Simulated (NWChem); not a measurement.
System: O, triplet

The following NWChem deck was run.

```
start job
memory heap 200 mb stack 900 mb global 1100 mb
geometry units angstroms noautoz
  O      0.000000     0.000000     0.000000
end
basis spherical
  O library 6-31g*
end
dft
  odft
  mult 3
  xc xpbe96 cpbe96
  iterations 150
  mulliken
end
task dft energy
```

Parts of the log:

```
             Northwest Computational Chemistry Package (NWChem) 7.3.0
             --------------------------------------------------------

                             Geometry "geometry" -> ""
                             -------------------------

 Output coordinates in angstroms (scale by  1.889725989 to convert to a.u.)

  No.       Tag          Charge          X              Y              Z
 ---- ---------------- ---------- -------------- -------------- --------------
    1 O                    8.0000     0.00000000     0.00000000     0.00000000

 Effective nuclear repulsion energy (a.u.)       0.0000000000

  pbe96 is a nonlocal functional; adding pw91lda local functional.

                                 NWChem DFT Module
                                 -----------------

 Summary of "ao basis" -> "ao basis" (spherical)
 ------------------------------------------------------------------------------
       Tag                 Description            Shells   Functions and Types
 ---------------- ------------------------------  ------  ---------------------
 O                           6-31g*                  6       14   3s2p1d

            General Information
            -------------------
          SCF calculation type: DFT
          Wavefunction type:  spin polarized.
          No. of atoms     :     1
          No. of electrons :     8
           Alpha electrons :     5
            Beta electrons :     3
          Charge           :     0
          Spin multiplicity:     3
          Use of symmetry is: off; symmetry adaption is: off
          Maximum number of iterations: 150
          AO basis - number of functions:    14
                     number of shells:     6
          Convergence on energy requested:  1.00D-06
          Convergence on density requested:  1.00D-05
          Convergence on gradient requested:  5.00D-04

              XC Information
              --------------
          PerdewBurkeErnzerhof Exchange Functional  1.000
            Perdew 1991 LDA Correlation Functional  1.000 local
           PerdewBurkeErnz. Correlation Functional  1.000 non-local

             Grid Information
             ----------------
          Grid used for XC integration:  medium
          Radial quadrature: Mura-Knowles
          Angular quadrature: Lebedev.
          Tag              B.-S. Rad. Rad. Pts. Rad. Cut. Ang. Pts.
          ---              ---------- --------- --------- ---------
          O                   0.60       49           3.0       434
          Grid pruning is: on
          Number of quadrature shells:    49
          Spatial weights used:  Erf1

      Superposition of Atomic Density Guess
      -------------------------------------

 Sum of atomic energies:         -74.75435223

      Non-variational initial energy
      ------------------------------

 Total energy =     -74.250355
 1-e energy   =    -103.191043
 2-e energy   =      28.940688
 HOMO         =      -0.368773
 LUMO         =      -0.368773

     ---------------------------------------------
      Total Density - Mulliken Population Analysis
     ---------------------------------------------

    Atom       Charge   Shell Charges
 -----------   ------   -------------------------------------------------------
    1 O    8     8.00   2.00  1.02  2.35  0.98  1.65  0.00

     --------------------------------------------
      Spin Density - Mulliken Population Analysis
     --------------------------------------------

    Atom       Charge   Shell Charges
 -----------   ------   -------------------------------------------------------
    1 O    8     2.00   0.00  0.00  1.17  0.00  0.83  0.00

   convergence    iter        energy       DeltaE   RMS-Dens  Diis-err
 ---------------- ----- ----------------- --------- --------- ---------
 d= 0,ls=0.0,diis     1    -74.9514798427 -7.50D+01  1.87D-02  7.87D-02
                                                     7.62D-03  1.62D-02
 d= 0,ls=0.0,diis     2    -74.9605713668 -9.09D-03  7.85D-03  3.35D-02
                                                     6.38D-03  2.25D-02
 d= 0,ls=0.0,diis     3    -74.9722799333 -1.17D-02  9.57D-04  4.86D-04
                                                     2.15D-04  1.01D-04
 d= 0,ls=0.0,diis     4    -74.9724116156 -1.32D-04  4.56D-05  3.43D-07
                                                     5.81D-05  4.35D-07
 d= 0,ls=0.0,diis     5    -74.9724119793 -3.64D-07  2.76D-06  1.28D-09
                                                     7.15D-06  1.09D-09

         Total DFT energy =      -74.972411979349
      One electron energy =     -103.210999738610
           Coulomb energy =       36.630463653109
    Exchange-Corr. energy =       -8.391875893848
 Nuclear repulsion energy =        0.000000000000

 Numeric. integr. density =        7.999998355420

                    DFT Final Alpha Molecular Orbital Analysis
                    ------------------------------------------

 Vector    3  Occ=1.000000D+00  E=-3.779405D-01
              MO Center=  1.7D-17,  4.7D-16,  7.3D-15, r^2= 5.2D-01
   Bfn.  Coefficient  Atom+Function         Bfn.  Coefficient  Atom+Function
  ----- ------------  ---------------      ----- ------------  ---------------
     5      0.709083  1 O  pz                 9      0.428288  1 O  pz
     3      0.057422  1 O  px                 4      0.036728  1 O  py
     7      0.034683  1 O  px

 Vector    4  Occ=1.000000D+00  E=-3.779405D-01
              MO Center=  3.9D-15, -1.3D-15, -1.4D-15, r^2= 5.2D-01
   Bfn.  Coefficient  Atom+Function         Bfn.  Coefficient  Atom+Function
  ----- ------------  ---------------      ----- ------------  ---------------
     3      0.685328  1 O  px                 7      0.413940  1 O  px
     4     -0.188893  1 O  py                 8     -0.114092  1 O  py
     5     -0.045714  1 O  pz                 9     -0.027612  1 O  pz

 Vector    5  Occ=1.000000D+00  E=-2.986132D-01
              MO Center= -5.9D-16,  7.2D-16, -1.2D-15, r^2= 5.4D-01
   Bfn.  Coefficient  Atom+Function         Bfn.  Coefficient  Atom+Function
  ----- ------------  ---------------      ----- ------------  ---------------
     4      0.664378  1 O  py                 8      0.439233  1 O  py
     3      0.179851  1 O  px                 7      0.118903  1 O  px
     5     -0.048977  1 O  pz                 9     -0.032380  1 O  pz

 Vector    6  Occ=0.000000D+00  E= 7.455045D-01
              MO Center= -3.4D-15, -1.9D-15, -3.8D-14, r^2= 1.2D+00
   Bfn.  Coefficient  Atom+Function         Bfn.  Coefficient  Atom+Function
  ----- ------------  ---------------      ----- ------------  ---------------
     9      1.066551  1 O  pz                 5     -0.904965  1 O  pz
     7      0.104143  1 O  px                 3     -0.088365  1 O  px
     8      0.050434  1 O  py                 4     -0.042793  1 O  py

 Vector    7  Occ=0.000000D+00  E= 7.455045D-01
              MO Center= -1.7D-14,  4.8D-15,  1.2D-15, r^2= 1.2D+00
   Bfn.  Coefficient  Atom+Function         Bfn.  Coefficient  Atom+Function
  ----- ------------  ---------------      ----- ------------  ---------------
     7      1.030480  1 O  px                 3     -0.874359  1 O  px
     8     -0.285380  1 O  py                 4      0.242144  1 O  py
     9     -0.087126  1 O  pz                 5      0.073926  1 O  pz

 Vector    8  Occ=0.000000D+00  E= 7.948172D-01
              MO Center= -1.8D-15, -6.4D-15,  6.5D-16, r^2= 1.2D+00
   Bfn.  Coefficient  Atom+Function         Bfn.  Coefficient  Atom+Function
  ----- ------------  ---------------      ----- ------------  ---------------
     8      1.022559  1 O  py                 4     -0.892835  1 O  py
     7      0.276812  1 O  px                 3     -0.241696  1 O  px
     9     -0.075383  1 O  pz                 5      0.065819  1 O  pz

                     DFT Final Beta Molecular Orbital Analysis
                     -----------------------------------------

 Vector    1  Occ=1.000000D+00  E=-1.885180D+01
              MO Center= -7.5D-18, -6.5D-19, -8.1D-18, r^2= 1.5D-02
   Bfn.  Coefficient  Atom+Function         Bfn.  Coefficient  Atom+Function
  ----- ------------  ---------------      ----- ------------  ---------------
     1      0.995087  1 O  s                  2      0.025563  1 O  s

 Vector    2  Occ=1.000000D+00  E=-7.722931D-01
              MO Center= -3.1D-15,  1.6D-16, -4.7D-15, r^2= 4.7D-01
   Bfn.  Coefficient  Atom+Function         Bfn.  Coefficient  Atom+Function
  ----- ------------  ---------------      ----- ------------  ---------------
     6      0.562512  1 O  s                  2      0.526986  1 O  s
     1     -0.233423  1 O  s

 Vector    3  Occ=1.000000D+00  E=-2.515993D-01
              MO Center= -3.3D-16,  7.5D-16, -9.1D-16, r^2= 5.6D-01
   Bfn.  Coefficient  Atom+Function         Bfn.  Coefficient  Atom+Function
  ----- ------------  ---------------      ----- ------------  ---------------
     4      0.647887  1 O  py                 8      0.457934  1 O  py
     3      0.175340  1 O  px                 7      0.123935  1 O  px
     5     -0.047801  1 O  pz                 9     -0.033784  1 O  pz

 Vector    4  Occ=0.000000D+00  E=-2.151091D-01
              MO Center=  3.7D-16,  5.9D-17,  4.4D-15, r^2= 5.8D-01
   Bfn.  Coefficient  Atom+Function         Bfn.  Coefficient  Atom+Function
  ----- ------------  ---------------      ----- ------------  ---------------
     5      0.644665  1 O  pz                 9      0.487698  1 O  pz
     3      0.114495  1 O  px                 7      0.086618  1 O  px

[...]
```

Level: PBE/6-31G* (spherical d), spin-unrestricted. The open p shell is one determinant without spherical averaging. No stability test was run on the SCF state.
